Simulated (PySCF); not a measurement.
Telling isomers of C$_{2}$H$_{2}$O$_{2}$ apart by NMR

All values are calculated (PySCF 2.14): shielding tensors at PBE0/pcSseg-1 (GIAO), J couplings at B3LYP/pcJ-1, geometry: PBE0-D3(BJ)/def2-SVP. One conformer, one averaged value for each set of equivalent atoms, no relativistic terms, no solvent.

References, each an isolated molecule treated in the same way: TMS for ¹H (σref 31.27), ¹³C (σref 184.41). Multiplet labels drop J under 1 Hz and among equivalent protons, and merge close values. Unscaled 3J(H,H) run several per cent high. Shifts are as computed. Against solution values, carbons near 30 ppm lie about +2 ppm off and those near 130 ppm about +5 ppm. Of 1211 compounds with measured shifts, 218 miss one by over three times the rms of a fit or turn the order of signals round; such compounds aren't used in these exercises. OH and NH positions are gas-phase values without hydrogen bonding to other molecules.

(1) Tabulate the signals of `O=CC=O`, `O=C=CO` and their relative energies.

(2) What is the quickest way to tell O=CC=O from O=C=CO?

## Answers

(1) 
```json
{"SMILES": "O=CC=O", "carbon types": "2×CH", "δC": "194.5", "δH": "9.07 (s, 2H)", "E rel. (kcal/mol)": "0.0"}
{"SMILES": "O=C=CO", "carbon types": "1×C 1×CH", "δC": "232.5, 69.9", "δH": "6.34 (s, 1H), 0.84 (br s, 1H)", "E rel. (kcal/mol)": "14.8"}
```

Energies are electronic energies at PBE0/pcSseg-1 on these geometries, without zero-point or thermal terms, each for the one conformer computed, which needn't be the lowest.

(2) Count the carbon signals: 1 against 2. The first has an aldehyde carbonyl carbon (CH) at 194.5 ppm, the second a central carbon of a ketene (C) at 232.5 ppm. In the proton spectra the most deshielded non-exchanging signals are 9.07 (s, 2H) and 6.34 (s, 1H).
